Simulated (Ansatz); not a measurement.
Reaction (SMILES): F[B]F → B atom + 2 F atom
B3LYP-D3(BJ)/def2-TZVP geometries, fixed; electronic energies without zero-point terms.

Basis-set convergence of the atomisation energy at PBE0 with Ansatz (a first-principles code). All functions are spherical. The program fits the integrals of some runs and decomposes those of others, by size. Open shells are unrestricted. No added dispersion term, no relativity. Functions are those of the species that has most. Reference: the value in aug-pcseg-3, 298.98 kcal/mol, itself unsure by roughly 0.32 kcal/mol (its mean distance from aug-cc-pVQZ, cc-pV5Z, def2-QZVPPD). Deviations are taken from unrounded values.

```json
[
 {"basis": "def2-SVP", "functions": "42"},
 {"basis": "def2-SVPD", "functions": "66"},
 {"basis": "def2-TZVPP", "functions": "93"},
 {"basis": "def2-TZVPPD", "functions": "117"},
 {"basis": "def2-QZVPP", "functions": "171"},
 {"basis": "def2-QZVPPD", "functions": "195"}
]
```

Problem. Which is the smallest def2 set listed that can be trusted to 2 kcal/mol here, that is, within that of the reference together with its larger relatives (same family, alike in diffuse functions; a set with none to test it counts only in the reference's own line)?

Solution. The smallest set listed that lies within 2 kcal/mol of the reference with all its larger relatives (same family, alike in diffuse functions; a set with none counts only in the reference's own line) is def2-SVPD (66 functions, -0.82 kcal/mol off). Value minus reference: def2-SVP 4.08, def2-SVPD -0.82, def2-TZVPP -0.82, def2-TZVPPD -1.32, def2-QZVPP -0.50, def2-QZVPPD -0.54 kcal/mol.
